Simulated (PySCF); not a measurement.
**Which is lower?**

The two ends of one reaction step of SiNH8F, singlet (PBE0-D4/def2-TZVP).

A:

| atom | x (Å) | y (Å) | z (Å) |
| --- | --- | --- | --- |
| Si1 | -0.3191 | 1.3412 | -0.6763 |
| H2 | -0.8145 | -2.5608 | -1.3239 |
| H3 | 0.6729 | 0.5157 | -1.3975 |
| H4 | -0.7508 | 2.4537 | -1.5661 |
| H5 | -1.5139 | 0.5768 | -0.2601 |
| H6 | 1.0049 | 0.0022 | 1.8197 |
| F7 | 0.3588 | 2.0682 | 0.5871 |
| H8 | -0.5754 | -2.0051 | -0.8843 |
| N9 | 0.6242 | -0.7370 | 1.2412 |
| H10 | 1.3827 | -1.3673 | 1.0115 |
| H11 | -0.0391 | -1.2542 | 1.8052 |

B:

```xyz
11
angstrom
Si -0.5430 0.9980 -1.6998
H 0.4073 -0.1234 -1.4766
H -1.0523 0.8721 -3.0948
H 0.1386 2.3035 -1.5552
H -1.6965 0.8757 -0.7759
H 0.4758 0.2676 1.3155
F 0.4800 1.2172 1.1273
H 0.3724 -1.7667 0.6058
N 0.4489 -1.3377 1.5208
H 1.2910 -1.6910 1.9588
H -0.3423 -1.6439 2.0744
```

Program: PySCF 2.14 with density fitting (its default auxiliary sets; JK sets also for MP2 and CCSD(T)). Basis: def2-TZVPP. Cores are frozen in the correlated methods. B3LYP uses VWN-RPA correlation.

Task: Which structure is lower at CCSD(T), and by how much? (To be estimated.)

Result: The calculation gives: A, by 0.609 eV (electronic energy, against the other). By their contacts, A is a complex of SiH₃F ([F][SiH3]) + NH₃ + H₂ and B is a complex of SiH₄ + NH₃ + HF.

All methods give the same order:

```csv
method,E(B) − E(A) (eV)
SPW92,0.300
PBE-D4,0.463
r2SCAN-D4,0.606
PBE0-D4,0.488
B3LYP-D4,0.602
BHLYP-D4,0.651
wB97M-V,0.635
HF,0.750
MP2,0.654
CCSD,0.620
CCSD(T),0.609
```

The T1 diagnostic stays at or below 0.010.

Labels in which every atom is bracketed show which atoms are joined, not bond orders.

For scale, one of the runs: CCSD(T)/def2-TZVPP, 216 basis functions, launched by `OMP_NUM_THREADS=4 python run.py`. Time: 10 min of wall clock on 4 CPU threads of an Arm Neoverse V1; the host was shared. Peak host memory: 3.2 GiB.
